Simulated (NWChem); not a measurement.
System: CH₃O cation; SMILES C=[OH+]

Excerpt of the output:

```
             Northwest Computational Chemistry Package (NWChem) 7.3.0
             --------------------------------------------------------

                             Geometry "geometry" -> ""
                             -------------------------

 Output coordinates in angstroms (scale by  1.889725989 to convert to a.u.)

  No.       Tag          Charge          X              Y              Z
 ---- ---------------- ---------- -------------- -------------- --------------
    1 C                    6.0000    -0.00853500     0.62207000     0.00000000
    2 O                    8.0000    -0.11747200    -0.62663400     0.00000000
    3 H                    1.0000    -0.96339400     1.18943400     0.00000000
    4 H                    1.0000     0.98114500     1.13115000     0.00000000
    5 H                    1.0000     0.73959300    -1.13631700     0.00000000

 Effective nuclear repulsion energy (a.u.)      36.7260552094

                              NWChem Property Module
                              ----------------------

                                 NWChem DFT Module
                                 -----------------

 Summary of "ao basis" -> "ao basis" (spherical)
 ------------------------------------------------------------------------------
       Tag                 Description            Shells   Functions and Types
 ---------------- ------------------------------  ------  ---------------------
 C                           sto-3g                  3        5   2s1p
 O                           sto-3g                  3        5   2s1p
 H                           sto-3g                  1        1   1s

            General Information
            -------------------
          SCF calculation type: DFT
          Wavefunction type:  closed shell.
          No. of atoms     :     5
          No. of electrons :    16
           Alpha electrons :     8
            Beta electrons :     8
          Charge           :     1
          Spin multiplicity:     1
          Use of symmetry is: off; symmetry adaption is: off
          Maximum number of iterations: 150
          AO basis - number of functions:    13
                     number of shells:     9
          Convergence on energy requested:  1.00D-06
          Convergence on density requested:  1.00D-05
          Convergence on gradient requested:  5.00D-04

              XC Information
              --------------
                         B3LYP Method XC Potential
                     Hartree-Fock (Exact) Exchange  0.200
                        Slater Exchange Functional  0.800 local
                    Becke 1988 Exchange Functional  0.720 non-local
              Lee-Yang-Parr Correlation Functional  0.810
                  VWN I RPA Correlation Functional  0.190 local

             Grid Information
             ----------------
          Grid used for XC integration:  medium
          Radial quadrature: Mura-Knowles
          Angular quadrature: Lebedev.
          Tag              B.-S. Rad. Rad. Pts. Rad. Cut. Ang. Pts.
          ---              ---------- --------- --------- ---------
          C                   0.70       49           7.0       434
          O                   0.60       49           7.0       434
          H                   0.35       45           8.0       434
          Grid pruning is: on
          Number of quadrature shells:   233
          Spatial weights used:  Erf1

      Superposition of Atomic Density Guess
      -------------------------------------

 Sum of atomic energies:        -112.35578110

 Renormalizing density from      17.00 to     16

      Non-variational initial energy
      ------------------------------

 Total energy =    -108.222992
 1-e energy   =    -214.449007
 2-e energy   =      69.499960
 HOMO         =      -0.696323
 LUMO         =      -0.322846

   convergence    iter        energy       DeltaE   RMS-Dens  Diis-err
 ---------------- ----- ----------------- --------- --------- ---------
 d= 0,ls=0.0,diis     1   -113.1610400870 -1.50D+02  1.56D-01  7.96D-01
 d= 0,ls=0.0,diis     2   -112.7533639499  4.08D-01  1.04D-01  3.87D+00
 d= 0,ls=0.0,diis     3   -113.2925707420 -5.39D-01  5.98D-03  2.71D-03
 d= 0,ls=0.0,diis     4   -113.2929696393 -3.99D-04  1.81D-03  6.70D-04
 d= 0,ls=0.0,diis     5   -113.2930782252 -1.09D-04  1.85D-04  1.11D-05
  Resetting Diis
 d= 0,ls=0.0,diis     6   -113.2930798137 -1.59D-06  2.22D-05  1.69D-07
 d= 0,ls=0.0,diis     7   -113.2930798360 -2.22D-08  2.06D-06  1.67D-10

         Total DFT energy =     -113.293079835973
      One electron energy =     -220.640001307163
           Coulomb energy =       85.248693048012
    Exchange-Corr. energy =      -14.627826786255
 Nuclear repulsion energy =       36.726055209434

 Numeric. integr. density =       15.999998185290

                       DFT Final Molecular Orbital Analysis
                       ------------------------------------

 Vector    6  Occ=2.000000D+00  E=-7.890362D-01
              MO Center= -3.2D-01,  3.6D-01, -2.8D-12, r^2= 1.3D+00
   Bfn.  Coefficient  Atom+Function         Bfn.  Coefficient  Atom+Function
  ----- ------------  ---------------      ----- ------------  ---------------
     3      0.457500  1 C  px                 9      0.398561  2 O  py
    11     -0.344986  3 H  s                  4     -0.341464  1 C  py
     8      0.244215  2 O  px                 7     -0.206711  2 O  s
    13     -0.096046  5 H  s                 12      0.093392  4 H  s
     2     -0.082827  1 C  s                  6      0.043857  2 O  s

 Vector    7  Occ=2.000000D+00  E=-7.224587D-01
              MO Center= -8.6D-02, -2.7D-01,  8.1D-12, r^2= 8.0D-01
   Bfn.  Coefficient  Atom+Function         Bfn.  Coefficient  Atom+Function
  ----- ------------  ---------------      ----- ------------  ---------------
    10      0.791664  2 O  pz                 5      0.476737  1 C  pz

 Vector    8  Occ=2.000000D+00  E=-6.362849D-01
              MO Center= -1.0D-01, -1.4D-01,  2.0D-11, r^2= 1.5D+00
   Bfn.  Coefficient  Atom+Function         Bfn.  Coefficient  Atom+Function
  ----- ------------  ---------------      ----- ------------  ---------------
     8      0.665333  2 O  px                 7     -0.413289  2 O  s
    12     -0.328540  4 H  s                  3     -0.314084  1 C  px
     9      0.261866  2 O  py                11      0.258682  3 H  s
    13      0.236999  5 H  s                  4     -0.104484  1 C  py
     6      0.082677  2 O  s                  2      0.055631  1 C  s

 Vector    9  Occ=0.000000D+00  E=-3.443837D-01
              MO Center= -3.9D-02,  2.7D-01, -9.5D-12, r^2= 9.7D-01
   Bfn.  Coefficient  Atom+Function         Bfn.  Coefficient  Atom+Function
  ----- ------------  ---------------      ----- ------------  ---------------
     5      0.900878  1 C  pz                10     -0.641972  2 O  pz

 Vector   10  Occ=0.000000D+00  E=-7.827263D-02
              MO Center=  5.2D-01, -8.0D-01, -5.2D-13, r^2= 1.2D+00
   Bfn.  Coefficient  Atom+Function         Bfn.  Coefficient  Atom+Function
  ----- ------------  ---------------      ----- ------------  ---------------
    13      1.079853  5 H  s                  7     -0.789010  2 O  s
     8     -0.600313  2 O  px                 4     -0.310393  1 C  py
    11     -0.251626  3 H  s                  3     -0.243154  1 C  px
    12      0.200882  4 H  s                  2      0.186271  1 C  s
     9      0.120190  2 O  py                 6      0.118184  2 O  s

 Vector   11  Occ=0.000000D+00  E= 2.922615D-02
              MO Center=  2.6D-01,  9.5D-01, -8.8D-12, r^2= 1.4D+00
   Bfn.  Coefficient  Atom+Function         Bfn.  Coefficient  Atom+Function
  ----- ------------  ---------------      ----- ------------  ---------------
     2      1.303499  1 C  s                 12     -0.998656  4 H  s
    11     -0.694773  3 H  s                  9     -0.357656  2 O  py
     7     -0.230872  2 O  s                  1     -0.212615  1 C  s
     4      0.196096  1 C  py                 3      0.189021  1 C  px
     8     -0.050524  2 O  px                13     -0.046711  5 H  s

     Multipole analysis of the density
     ---------------------------------

     L   x y z        total         alpha         beta         nuclear
     -   - - -        -----         -----         ----         -------
     0   0 0 0      1.000000     -8.000000     -8.000000     17.000000

     1   1 0 0      0.697778      0.569649      0.569649     -0.441519
     1   0 1 0      0.263590      0.222865      0.222865     -0.182141
     1   0 0 1     -0.000000     -0.000000     -0.000000      0.000000

     2   2 0 0     -5.725501     -7.413368     -7.413368      9.101235
     2   1 1 0     -1.673597     -0.266421     -0.266421     -1.140756
     2   1 0 1      0.000000      0.000000      0.000000      0.000000
     2   0 2 0     -4.452137    -19.096951    -19.096951     33.741765
     2   0 1 1      0.000000      0.000000      0.000000      0.000000
     2   0 0 2     -7.695877     -3.847938     -3.847938      0.000000

 *** CALLING NEW AORESP DRIVER FOR CLOSED AND OPEN SHELLS ***
 Entering AOResponse driver routine

--------------------------------------------------------------------------------

[...]

 DFT Linear Response polarizability / au
 Frequency  =       0.0773000 / au
 Wavelength =     589.4353558 / nm
              X              Y              Z
 -----------------------------------------------
 X       7.9881447     -1.8877805      0.0000000
 Y      -1.8877780     12.6458392      0.0000000
 Z      -0.0000000      0.0000000      2.8454043
 -----------------------------------------------
 Eigenvalues =       7.3191186     13.3148654      2.8454043
 Isotropic   =       7.8264627
 Anisotropic =       9.0987009
 -----------------------------------------------

 Magnetic Dipole Response Matrix (nonzero elements):

 Exiting AOResponse driver routine
```

Level: B3LYP/STO-3G. STO-3G and 3-21G are far too small for this property and stand as cheap habits. Geometry: optimised at PBE-D3(BJ)/def2-SVP.

Question: Write an input that gives this output.

Answer: One answer among several that fit: the input that was run:
```
start job
memory heap 200 mb stack 700 mb global 900 mb
charge 1
geometry units angstroms noautosym nocenter noautoz
  C     -0.008535     0.622070     0.000000
  O     -0.117472    -0.626634     0.000000
  H     -0.963394     1.189434     0.000000
  H      0.981145     1.131150     0.000000
  H      0.739593    -1.136317     0.000000
end
basis spherical
  C library sto-3g
  O library sto-3g
  H library sto-3g
end
dft
  xc b3lyp
  iterations 150
end
property
  response 1 0.0773
end
task dft property
```
